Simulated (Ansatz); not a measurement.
System: diamond. Method: PBE0 (plane waves, PAW; Ansatz, a quantum-chemistry and plane-wave program).

Numerical settings: plane-wave cutoff 520 eV, 12×12×12 k mesh, finite displacements, scalar-relativistic PAW data made under PBE.

Computed at the level's own relaxed cell.

Harmonic phonon frequencies (cm⁻¹; i marks an imaginary mode):

| q point | frequencies |
|---|---|
| Γ | 0 0 0 1375 1375 1375 |
| X | ? |
| L | ? |

Task: What belongs in the gaps?

Result: 
- X, frequencies: 807 807 1124 1124 1246 1246
- L, frequencies: 564 564 1091 1269 1269 1298

Measured, for comparison: zone-centre TO phonon frequency 1333 cm⁻¹ (low temperature, zero-point motion not removed; as tabulated in Kunc et al. (2003), arXiv:cond-mat/0304692). Computed (rounded) less measured: zone-centre TO phonon frequency +3 %.

No imaginary mode appears at these points.
